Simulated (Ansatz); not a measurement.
Ansatz (a quantum-chemistry and plane-wave program) input (HF/3-21G): The .json file is the Basis Set Exchange's 3-21G.

Ansatz 0.2 input:
```yaml
crystal:
  periodic: [false, false, false]
  atoms:
    - {symbol: C, position_ang: [0.00010828, -0.00148279, -0.32151983]}
    - {symbol: C, position_ang: [-0.00039060, 0.00534905, 1.15985624]}
    - {symbol: F, position_ang: [-0.00863346, 1.24906228, -0.79005262]}
    - {symbol: F, position_ang: [1.08957641, -0.62224940, -0.78105262]}
    - {symbol: F, position_ang: [-1.08015060, -0.63766366, -0.78171222]}
    - {symbol: N, position_ang: [-0.00077674, 0.01063706, 2.30647695]}
basis:
  gaussian:
    orbitals: 3-21G.json
hamiltonian:
  xc: {name: HF}
relax: {f_tol: 0.003, max_steps: 120}
```

Output:

```
Functional definition: HF
integrals: 0.01 GiB planned
712 factors; integrals over basis functions are off by at most 1.1e-4 eV
mean field: 0.13 GiB planned
mean field evaluation 1: about -11589.9861 eV, gradient 4.9e1 eV
mean field evaluation 2: about -11590.2334 eV, gradient 5.0e1 eV
mean field evaluation 4: about -11595.8916 eV, gradient 5.1e0 eV
mean field evaluation 8: about -11595.9842 eV, gradient 4.8e-1 eV
mean field -11595.98529151 eV, -426.1445994219 hartree, gradient 7.5e-5 eV, S^2 0.000000; 0 other end points of the search recorded, 0 dependent functions left out
the calculation of the forces begins
reference -11595.98529151 eV, -426.1445994219 hartree; 23, 23 occupied and 31, 31 virtual orbitals, 712 factors
relax step   1: F+E_penalty+E_count = -11595.98529151 eV  Δ(F+E_penalty+E_count) = +0.000e0 eV  max|allowed force component| = 1.855e0 eV/Å  Δτ_max = 0.0000 Å  (41 SCF iters, accepted)
these checks for a lower state are left out or cut short: starts, cluster_reference, orbital_swaps, neighbouring_geometries, increment
integrals: 0.01 GiB planned
712 factors; integrals over basis functions are off by at most 9.9e-5 eV
mean field: 0.13 GiB planned
mean field evaluation 16: about -11595.6462 eV, gradient 7.1e-3 eV
mean field -11596.00741743 eV, -426.1454125344 hartree, gradient 1.5e-5 eV, S^2 0.000000; 0 other end points of the search recorded, 0 dependent functions left out
the calculation of the forces begins
reference -11596.00741743 eV, -426.1454125344 hartree; 23, 23 occupied and 31, 31 virtual orbitals, 712 factors
relax step   2: F+E_penalty+E_count = -11596.00741743 eV  Δ(F+E_penalty+E_count) = -2.213e-2 eV  max|allowed force component| = 8.007e-1 eV/Å  Δτ_max = 0.0206 Å  (41 SCF iters, accepted)
these checks for a lower state are left out or cut short: starts, cluster_reference, orbital_swaps, neighbouring_geometries, increment
integrals: 0.01 GiB planned
712 factors; integrals over basis functions are off by at most 1.0e-4 eV
mean field: 0.13 GiB planned
mean field evaluation 32: about -11596.0108 eV, gradient 1.5e-5 eV
mean field -11596.01084721 eV, -426.1455385766 hartree, gradient 1.5e-5 eV, S^2 0.000000; 0 other end points of the search recorded, 0 dependent functions left out
the calculation of the forces begins
reference -11596.01084721 eV, -426.1455385766 hartree; 23, 23 occupied and 31, 31 virtual orbitals, 712 factors
relax step   3: F+E_penalty+E_count = -11596.01084721 eV  Δ(F+E_penalty+E_count) = -3.430e-3 eV  max|allowed force component| = 3.657e-2 eV/Å  Δτ_max = 0.0076 Å  (41 SCF iters, accepted)
these checks for a lower state are left out or cut short: starts, cluster_reference, orbital_swaps, neighbouring_geometries, increment
integrals: 0.01 GiB planned
712 factors; integrals over basis functions are off by at most 1.0e-4 eV
mean field: 0.13 GiB planned
mean field -11596.01092731 eV, -426.1455415201 hartree, gradient 1.5e-5 eV, S^2 0.000000; 0 other end points of the search recorded, 0 dependent functions left out
the calculation of the forces begins
reference -11596.01092731 eV, -426.1455415201 hartree; 23, 23 occupied and 31, 31 virtual orbitals, 712 factors
relax step   4: F+E_penalty+E_count = -11596.01092731 eV  Δ(F+E_penalty+E_count) = -8.010e-5 eV  max|allowed force component| = 4.574e-3 eV/Å  Δτ_max = 0.0013 Å  (40 SCF iters, accepted)
these checks for a lower state are left out or cut short: starts, cluster_reference, orbital_swaps, neighbouring_geometries, increment
integrals: 0.01 GiB planned
712 factors; integrals over basis functions are off by at most 1.0e-4 eV
mean field: 0.13 GiB planned
mean field -11596.01092808 eV, -426.1455415484 hartree, gradient 1.5e-5 eV, S^2 0.000000; 0 other end points of the search recorded, 0 dependent functions left out
the calculation of the forces begins
reference -11596.01092808 eV, -426.1455415484 hartree; 23, 23 occupied and 31, 31 virtual orbitals, 712 factors
relax step   5: F+E_penalty+E_count = -11596.01092808 eV  Δ(F+E_penalty+E_count) = -7.708e-7 eV  max|allowed force component| = 1.457e-4 eV/Å  Δτ_max = 0.0001 Å  (40 SCF iters, accepted)
integrals: 0.01 GiB planned
712 factors; integrals over basis functions are off by at most 1.0e-4 eV
mean field: 0.13 GiB planned
mean field evaluation 64: about -11590.0682 eV, gradient 4.9e1 eV
mean field -11596.01092808 eV, -426.1455415484 hartree, gradient 1.5e-5 eV, S^2 0.000000; 1 other end points of the search recorded, 0 dependent functions left out
the calculation of the forces begins
reference -11596.01092808 eV, -426.1455415484 hartree; 23, 23 occupied and 31, 31 virtual orbitals, 712 factors
Total energy: -11596.01092808 eV, -426.1455415484 hartree
Atom 0 at     0.000103    -0.001411    -0.305962 Å, force    -0.000000     0.000001     0.000128 eV/Å
Atom 1 at    -0.000387     0.005296     1.148450 Å, force     0.000000    -0.000000    -0.000028 eV/Å
Atom 2 at    -0.008659     1.252350    -0.783284 Å, force     0.000001    -0.000146    -0.000034 eV/Å
Atom 3 at     1.092406    -0.623826    -0.774261 Å, force    -0.000127     0.000072    -0.000035 eV/Å
Atom 4 at    -1.082961    -0.639281    -0.774922 Å, force     0.000126     0.000074    -0.000035 eV/Å
Atom 5 at    -0.000768     0.010524     2.281975 Å, force    -0.000000     0.000000     0.000004 eV/Å
Dipole moment:     0.000040    -0.000554    -0.120111 e Å
```

The geometry given is a B3LYP-D3(BJ)/def2-TZVP minimum.
